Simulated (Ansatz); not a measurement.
CH2Cl2 (`ClCCl`): measurement beside calculation (Ansatz, PBE0-D4/def2-TZVP geometry).

Z-matrix (Å, degrees):
```
C
Cl 1 1.762
Cl 1 1.762 2 112.9
H 1 1.086 2 108.1 3 119.6
H 1 1.086 2 108.1 3 -119.6
```

Enthalpy of formation at 298 K: -22.8 kcal/mol (zero for an element's reference state; older measured values of the G2 set, as listed by Staroverov and co-workers, J. Chem. Phys. 119, 12129, 2003). With their computed zero-point and thermal terms and the atoms' enthalpies of Curtiss and co-workers (1997) it gives an electronic atomization energy of 369.7 kcal/mol.

```tsv
level	atomization (kcal/mol)	error	error per bond
LDA (SPW92)	433.9	64.2	16.0
PBE-D4	382.8	13.1	3.3
revPBE-D4	372.7	3.0	0.7
BLYP-D4	367.4	-2.3	-0.6
r2SCAN-D4	372.9	3.2	0.8
B97M-V	372.9	3.2	0.8
PBE0-D4	374.8	5.1	1.3
B3LYP-D4	367.5	-2.2	-0.6
r2SCANh-D4	370.2	0.5	0.1
r2SCAN0-D4	366.4	-3.3	-0.8
HSE06-D4	375.2	5.5	1.4
BHLYP-D4	354.9	-14.8	-3.7
CAM-B3LYP-D4	368.0	-1.7	-0.4
ωB97X-V	371.6	1.9	0.5
ωB97M-V	373.1	3.4	0.8
B2PLYP	364.5	-5.2	-1.3
PBE-QIDH	370.8	1.1	0.3
PBE	380.7	11.0	2.7
revPBE	365.6	-4.1	-1.0
BLYP	362.5	-7.2	-1.8
r2SCAN	372.5	2.8	0.7
PBE0	373.1	3.4	0.8
B3LYP	363.9	-5.8	-1.4
r2SCANh	369.7	0.0	0.0
r2SCAN0	365.9	-3.8	-1.0
HSE06	373.6	3.9	1.0
BHLYP	352.3	-17.4	-4.4
CAM-B3LYP	366.2	-3.5	-0.9
LC-ωPBE	367.5	-2.2	-0.6
HF/def2-TZVPP	262.0	-107.7	-26.9
MP2/def2-TZVPP	369.2	-0.5	-0.1
SCS-MP2/def2-TZVPP	363.8	-5.9	-1.5
CCSD/def2-TZVPP	351.9	-17.8	-4.4
CCSD(T)/def2-TZVPP	359.4	-10.3	-2.6
HF/def2-QZVPP	262.4	-107.3	-26.8
MP2/def2-QZVPP	376.1	6.4	1.6
SCS-MP2/def2-QZVPP	371.1	1.4	0.4
CCSD/def2-QZVPP	358.0	-11.7	-2.9
CCSD(T)/def2-QZVPP	366.1	-3.6	-0.9
HF/CBS(def2)	262.5	-107.2	-26.8
MP2/CBS(def2)	380.9	11.2	2.8
CCSD/CBS(def2)	362.3	-7.4	-1.9
CCSD(T)/CBS(def2)	370.8	1.1	0.3
```

Functionals use def2-TZVPP; B3LYP here is the variant with VWN-RPA as its local correlation; programs differ in this. The calculations leave out spin–orbit coupling, scalar relativity and, for the correlated methods, core correlation; together these are worth up to about 1 kcal/mol a heavy atom. HSE06 is defined as in plane-wave codes. CBS extrapolates def2-TZVPP and def2-QZVPP. T1 = 0.009.
